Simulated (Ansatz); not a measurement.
System: bcc Rb. Method: B3LYP (VWN-RPA form) in Ansatz (PAW).

Settings: plane-wave cutoff 460 eV, 8×8×8 k mesh, Fermi–Dirac smearing 0.05 eV, scalar-relativistic PAW data made under PBE.

Pressure at four volumes; x = ln(V/95.030 Å³). One pressure is withheld.

```
V (Å³/atom)        x  P (GPa)
-----------  -------  -------
90.278       -0.0513        ?
92.654       -0.0253    0.066
95.030        0.0000   -0.001
99.781        0.0488   -0.112
```

### Question
Pass a parabola P(x) through the three rows shown, estimate the bulk modulus and its pressure derivative near zero pressure, and predict the withheld pressure.

### Answer
Slopes between the rows: (-0.001 − (0.066))/(0.0000 − (-0.0253)) = -2.65 and (-0.112 − (-0.001))/(0.0488 − (0.0000)) = -2.27 GPa. Their difference over the span 0.0741 is c = 0.38/0.0741 = 5.1 GPa, so P(x) = 0.066 + (-2.65)(x − (-0.0253)) + 5.1 (x − (-0.0253))(x − (0.0000)). At the middle row B = −dP/dx = −[-2.65 + 5.1 × 0.0253] = 2.5 GPa, and B′ = dB/dP = 2c/B = 4.1. At x = -0.0513 the parabola gives 0.142 GPa; the run gives 0.142 GPa. The Birch–Murnaghan fit to the energies at all volumes has B0 = 2.53 GPa and B′ = 4.0.

Measured, for comparison: bulk modulus 2.92 GPa (corrected for temperature and zero-point phonon effects, our sources range from 2.92 to 3.60; as tabulated in Levämäki et al. (2014), arXiv:1402.3671). Computed (rounded) less measured: bulk modulus not scored (sources differ).

Ansatz is a quantum-chemistry and plane-wave program.
